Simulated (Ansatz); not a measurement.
Basis-set extrapolation for `O=P([O-])(O)O` (PBE0-D4/def2-TZVPD geometry, frozen core, Ansatz 0.2.0). Multiplicity 1, RHF reference.

|  | def2-TZVPPD | def2-QZVPPD |
| --- | --- | --- |
| HF | -641.699272 | -641.723504 |
| MP2 correlation | -1.122662 | -1.210318 |
| CCSD(T) correlation | -1.166494 | -1.249752 |

Energies in hartree. Use E(X) = E(∞) + A·exp(−7.88·√X) for Hartree–Fock and E(X) = E(∞) + B·X^(−2.97) for correlation, with X = 3 and 4.

Problem. What is the CCSD(T) energy at the basis-set limit?

Solution. HF limit: -641.723504 + (-0.024232) × 0.13774 = -641.72684. Correlation limit: -1.249752 + (-0.083258) × 0.74074 = -1.31142. Total: -643.03826 hartree, 452.9 kJ/mol below CCSD(T)/def2-TZVPPD.
